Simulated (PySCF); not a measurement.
NICS in isomers of C6H5F.

Definitions: NICS(0) = −σiso at the ring centroid; NICS(1) = −σiso and NICS(1)zz = −σzz at ±1 Å along the ring normal z. Level: GIAO PBE0/pcSseg-1 (PySCF, non-relativistic, gas phase) on the GFN2-xTB geometries, one conformer each. Atom numbers follow the mapped SMILES.

Question: Order these rings by mean NICS(1)zz, lowest (most negative) first (ppm).
A. ring C2–C3–C4–C5–C6–C7 in `[F:1][c:2]1[cH:3][cH:4][cH:5][cH:6][cH:7]1`
B. ring C2–C3–C4–C5 in `[CH2:1]=[C:2]1[CH:3]=[CH:4]/[C:5]1=[CH:6]/[F:7]`
C. ring C3–C4–C5 in `[CH:1]#[C:2][C@@H:3]1[CH2:4]/[C:5]1=[CH:6]/[F:7]`

Answer: A (-28.9), C (-19.6), B (3.9).

```
            SMILES                                                    ring  NICS(0)  NICS(1)  NICS(1)zz   HOMA  rms pucker (Å)  ring atoms with four or more neighbours
         Fc1ccccc1        6-membered carbocycle; formal bonds all aromatic    -10.3    -11.5      -28.9   1.00            0.00                                        0
C#C[C@@H]1C/C1=C/F          3-membered carbocycle; formal bonds all single    -36.0     -7.8      -19.6      –            0.00                                        2
    C=C1C=C/C1=C/F  4-membered carbocycle; formal bonds 1 double, 3 single      3.8     -2.0        3.9  -0.73            0.00                                        0
```

NICS(0) gives another order. The isotropic NICS(1) gives the same order. HOMA uses Krygowski's 1993 parameters; it is left out where a ring has a four-coordinate atom, a triple bond, no multiple bond or a kind of bond without parameters. NICS(1) and NICS(1)zz are means over the two faces.
